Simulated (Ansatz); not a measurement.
## LiZn (Fd-3m)

The calculation used DFT r2SCAN, scalar-relativistic, plane waves, PAW (Ansatz).

Cutoff 500 eV; k points 12×12×12 on the computed 4-atom cell (Γ-centred); Gaussian smearing, width 0.10 eV; no spin polarisation.

The structure is relaxed at this level of theory with its symmetry kept. Whether it is the stable form of this composition wasn't checked.

```yaml
crystal:
  lattice:
    - [0.00000, 3.04748, 3.04748]
    - [3.04748, 0.00000, 3.04748]
    - [3.04748, 3.04748, 0.00000]
  atoms:
    - { symbol: Li, position: [0.00000, 0.00000, 0.00000] }
    - { symbol: Li, position: [0.25000, 0.25000, 0.25000] }
    - { symbol: Zn, position: [0.50000, 0.50000, 0.50000] }
    - { symbol: Zn, position: [0.75000, 0.75000, 0.75000] }
```

(1) Formation energy from the elements' standard states (uncorrected)?

(2) Density of states at the Fermi level?

(3) Bulk modulus?

(4) Its pressure derivative?

(5) Bader charges (e)?

## Answers

(1) -0.209 eV/atom.

(2) 1.17 states/eV per cell.

(3) 47 GPa.

(4) 4.4.

(5) Li (2 in the cell) 0.84, Zn (2 in the cell) -0.84.